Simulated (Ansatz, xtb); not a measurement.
# Relative energy of two isomers of H6PSi2

Structure X: `[SiH3][P][SiH3]`, a doublet. Structure Y: `[SiH3][SiH]P`, a doublet. Both are isolated molecules in the gas phase, relaxed with r2SCAN-D4/def2-SVP; the shapes shown needn't be the lowest conformers.

X (Å):

| atom | x (Å) | y (Å) | z (Å) |
| --- | --- | --- | --- |
| P | 1.2389 | -0.1018 | 0.6682 |
| Si | -0.3397 | 0.4862 | -0.8394 |
| Si | 0.2058 | -2.0284 | 1.2435 |
| H | -0.7477 | -0.6711 | -1.6973 |
| H | -1.5489 | 0.9790 | -0.1077 |
| H | 0.1793 | 1.5809 | -1.7107 |
| H | 0.7962 | -2.5580 | 2.5076 |
| H | -1.2665 | -1.8345 | 1.4342 |
| H | 0.4106 | -3.0332 | 0.1530 |

Y (Å):

```xyz
9

P    -0.6489   -2.8532    0.6232
Si   -0.3538    0.8363   -0.1529
Si    0.7832   -1.1090    0.4805
H    -1.4020    1.2369    0.8391
H    -1.0177    0.6001   -1.4718
H     0.6199    1.9608   -0.2987
H     1.4391   -0.9467    1.8209
H     0.3477   -3.8768    0.6633
H    -0.8646   -2.9676   -0.7846
```

Energies in hartree; the thermal terms are from r2SCAN-D4/def2-SVP harmonic frequencies (ideal gas, rigid rotor, one conformer each, 298.15 K, 1 atm) and include the zero-point energy:

|  | X | Y |
| --- | --- | --- |
| E, CCSD(T)/def2-SVP | −922.164639 | −922.148668 |
| E, MP2/def2-SVP | −922.091687 | −922.075023 |
| E, MP2/def2-TZVPP | −922.499666 | −922.481722 |
| zero-point energy | 0.050334 | 0.050147 |
| H(298 K) − E | 0.057961 | 0.058000 |
| G(298 K) − E | 0.019428 | 0.018485 |

Problem. Correct the CCSD(T) difference for the basis set by the MP2 change, then work out ΔE, ΔE₀, ΔH and ΔG for X → Y in kJ/mol (1 Eh = 2625.50 kJ/mol) and the equilibrium ratio [Y]/[X].

Solution. 1. Differences Y − X: CCSD(T) +0.015971, MP2 in the small set +0.016664, MP2 in the large set +0.017944 Eh.
2. ΔE = +0.015971 + (+0.017944 − (+0.016664)) = +0.017251 Eh = +45.29 kJ/mol.
3. ΔE₀ = ΔE + ΔZPE = +0.017251 + (−0.000187) Eh = +44.80 kJ/mol.
4. ΔH = ΔE + (+0.000039) Eh = +45.39 kJ/mol.
5. ΔG = ΔE + (−0.000943) Eh = +42.82 kJ/mol, so ΔS = (ΔH − ΔG)/T = +8.6 J/(mol K).
6. kT = 0.9442 mEh, so K = [Y]/[X] = exp(−ΔG/kT) = exp(−17.27) ≈ 3.2 × 10^−8.

Structure X is favoured at this temperature. An error of 4 kJ/mol in ΔG would change K by a factor of 5. Mirror images and further conformers aren't counted.

As drawn, Y has 1 Si–Si, 2 P–H in place of 1 P–Si, 2 Si–H.

Other levels gave ΔE = +75.0 (GFN2-xTB); +76.9 (HF/STO-3G, GFN2-xTB geometries); +35.9 (r2SCAN-D4/def2-SVP//GFN2-xTB); +33.2 (r2SCAN-D4/def2-SVP); +59.3 (HF/def2-SVP); +43.8 (MP2/def2-SVP); +41.9 (CCSD(T)/def2-SVP) kJ/mol. Open shells are spin-unrestricted. The correlated steps freeze 15 core orbitals. Programs: Ansatz 0.2.0, xtb 6.7.1.
